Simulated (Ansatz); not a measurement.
Relaxed structures of CH$_{3}$MgS (charge -1), singlet (PBE0-D4/def2-TZVPD; forces vanish, vibrations not checked; lower isomers may exist, and structures with a doubtful reference or unclear bonds are left out; Å). Computed with Ansatz 0.2.0 (basis: def2-TZVPPD); correlated methods freeze the cores. The outer core shell of Li, Na, Mg and K is correlated. The def2 sets are not built for correlating such inner shells, so the correlated values are less sure here.

Rank them by CCSD(T) energy, lowest first, and give each one's height above the lowest. Links in brackets join atoms within 1.22 times the sum of their covalent radii (1.1 for two metals). (To be estimated.)
A.
CH₃MgS ([CH2][Mg][SH]), total charge -1
```
6
angstrom
C -1.1658 -0.2209 -1.1649
Mg 0.2535 0.0906 0.2063
S 2.1099 1.1187 1.3219
H -1.0936 -1.1124 -1.8050
H -2.2178 -0.0891 -0.8723
H 2.1137 0.2131 2.3140
```
B.
CH₃MgS ([CH3][Mg][S]), total charge -1
```
6
angstrom
C -1.3265 -0.2716 -0.8085
Mg 0.4665 0.4513 0.0947
S 2.3154 1.1969 1.0261
H -1.1602 -1.2020 -1.3669
H -1.7515 0.4517 -1.5166
H -2.1060 -0.4830 -0.0649
```
C.
CH₃MgS ([Mg][CH][SH2]), total charge -1
```
6
angstrom
C -0.0119 0.4562 0.1711
Mg -1.8998 1.4205 0.6213
S 1.2990 0.8067 1.0889
H 2.4835 1.1459 0.4020
H 0.1625 -0.2665 -0.6342
H 2.0342 -0.2875 1.5910
```

By the calculation: B (0.0 kJ/mol), A (188.1 kJ/mol), C (469.0 kJ/mol). Heights count from the lowest.

T1 diagnostic: at most 0.019. The restricted Hartree–Fock reference is unstable towards an unrestricted one at one or more of these structures.

For scale, one of the runs: CCSD(T)/def2-TZVPPD, 174 basis functions, launched by `ansatz run in.yaml --threads 2 --pin off --events-out ev --progress --plain --max-ram 4352MiB`. Time: 46 s of wall clock on 2 CPU threads of an Arm Neoverse V2; the host was shared. Peak host memory: 1.6 GiB.
